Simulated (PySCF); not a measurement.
**Atomic charges by several schemes**

Species: C₃H₈N₂.
Z-matrix (Å and degrees, GFN2-xTB geometry), rows numbered from 1:
```
C 
C   1  1.5320
N   2  1.4504  1  109.65
C   2  1.5078  1  109.13  3   125.69
N   4  1.2539  2  120.02  1  -121.29
H   1  1.0872  2  110.76  3   173.77
H   1  1.0882  2  109.97  3   -65.73
H   1  1.0860  2  109.20  3    53.41
H   2  1.0997  1  108.56  3  -117.31
H   3  1.0149  2  109.39  1   178.67
H   3  1.0157  2  108.80  1    63.03
H   4  1.1003  2  114.63  1    58.05
H   5  1.0171  4  116.12  2   179.39
```

Density: PBE0/pcSseg-1 (PySCF); schemes: Mulliken, IAO, Hirshfeld and ESP-fitted. Geometry: GFN2-xTB, one conformer, isolated molecule.

Task: Atoms with like bonding are taken together and averaged. At which atom do the 4 schemes differ most?

Result: At N3: from -0.998 (ESP-fitted) to -0.242 e (Hirshfeld), 0.756 e apart.

Task: Do the Mulliken, IAO, Hirshfeld and ESP-fitted schemes agree on where the charge is highest?

Result: The schemes don't all agree: Mulliken H10/H11 and H13 (+0.169); IAO H13 (+0.253); Hirshfeld H13 (+0.111); ESP-fitted C2 (+0.564).

Task: Tabulate the Mulliken, IAO, Hirshfeld and ESP-fitted charges.

Result: In e; atoms taken as equivalent share a row and are averaged (×n: the atom named and its like, n in all):

| atom | environment | Mulliken | IAO | Hirshfeld | ESP-fitted |
| --- | --- | --- | --- | --- | --- |
| C1 | methyl carbon | -0.238 | -0.421 | -0.119 | -0.558 |
| C2 | sp3 carbon bound to nitrogen | -0.141 | -0.013 | +0.014 | +0.564 |
| N3 | primary amine nitrogen | -0.399 | -0.572 | -0.242 | -0.998 |
| C4 | imine carbon | +0.052 | +0.031 | +0.049 | +0.224 |
| N5 | imine nitrogen | -0.346 | -0.449 | -0.228 | -0.756 |
| H6/H7/H8 | methyl hydrogen | +0.117 | +0.145 | +0.042 | +0.142 |
| H9 | methine hydrogen | +0.135 | +0.143 | +0.044 | -0.016 |
| H10/H11 | N–H hydrogen | +0.169 | +0.246 | +0.102 | +0.366 |
| H12 | hydrogen on a C=N carbon | +0.077 | +0.102 | +0.040 | 0.000 |
| H13 | N–H hydrogen | +0.169 | +0.253 | +0.111 | +0.383 |

Mean size of the charges over all atoms: ESP-fitted 0.358 e, IAO 0.224 e, Mulliken 0.173 e, Hirshfeld 0.091 e. Each set sums to the total charge, 0, to within 0.001 e. The ESP scheme fits charges at the nuclei, held to the total charge, to the electrostatic potential on points at 1.4 to 2.0 times the van der Waals radii. The Hirshfeld scheme divides the density at each point in proportion to the densities of the neutral, spherically averaged free atoms.

Some averages cover members that differ in this geometry: H6/H7/H8, ESP-fitted +0.108 to +0.161 e.

Task: How many electrons does the IAO scheme count on C4?

Result: Z − q = 6 − (+0.031) = 5.969.

Task: How closely do the schemes follow one another over all atoms?

Result: Correlation coefficient and root-mean-square difference: IAO with Hirshfeld 0.98, 0.166 e; Mulliken with IAO 0.98, 0.093 e; Mulliken with Hirshfeld 0.96, 0.095 e; Hirshfeld with ESP-fitted 0.93, 0.354 e; IAO with ESP-fitted 0.90, 0.240 e; Mulliken with ESP-fitted 0.82, 0.318 e.

Task: Sum the charges by element.

Result: 
| element | atoms | Mulliken | IAO | Hirshfeld | ESP-fitted |
| --- | --- | --- | --- | --- | --- |
| C | 3 | -0.327 | -0.403 | -0.056 | +0.229 |
| N | 2 | -0.744 | -1.020 | -0.470 | -1.754 |
| H | 8 | +1.072 | +1.424 | +0.526 | +1.524 |
